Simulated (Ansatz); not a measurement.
# Ce (Ce, fcc): the cost of one run

Method: DFT, r2SCAN, plane waves (500 eV) with PAW, scalar-relativistic, in Ansatz 0.2.0.

### 1 The starting structure

Symmetry: Fm-3m, No. 225, cubic system. Conventional cell: a = 4.670 Å, b = 4.670 Å, c = 4.670 Å, α = 90.00°, β = 90.00°, γ = 90.00°. Ce (site symmetry m-3m) is surrounded by 12 Ce at 3.30 Å.

Structure file:

```
CELL_PARAMETERS angstrom
0.00000 2.33501 2.33501
2.33501 0.00000 2.33501
2.33501 2.33501 0.00000
ATOMIC_POSITIONS crystal
Ce 0.00000 0.00000 0.00000
```

### 2 Smearing_gaussian

input.yaml reads:

```yaml
crystal:
  lattice:
    - [0.0, 2.3350137735, 2.3350137735]
    - [2.3350137735, 0.0, 2.3350137735]
    - [2.3350137735, 2.3350137735, 0.0]
  atoms:
    - { symbol: Ce, position: [0.0, 0.0, 0.0], spin: 1.0 }
hamiltonian:
  xc: r2scan
  pseudopotentials:
    kind: paw
    azcp:
      Ce: "pseudopotentials/Ce.paw.azcp"
basis:
  ecutwfc: 500
  fft_grid_basis: typed
kpoints:
  mp_grid: { grid: [12, 12, 12], shift: [0, 0, 0] }
magnetization:
  spin_polarized: true
scf:
  occupations: { method: gaussian, width: 0.6 }
  lower_state_search: "off"
output:
  stress: true
```

Command:

```
$ ansatz run input.yaml --threads 2 --pin off --max-ram 5120MiB --backend cpu --events-out ev --progress --plain --runs-dir out
```

What time and memory should one allow on 2 threads of Arm Neoverse V2, shared host?

About 14 s, with a peak of 0.39 GiB.
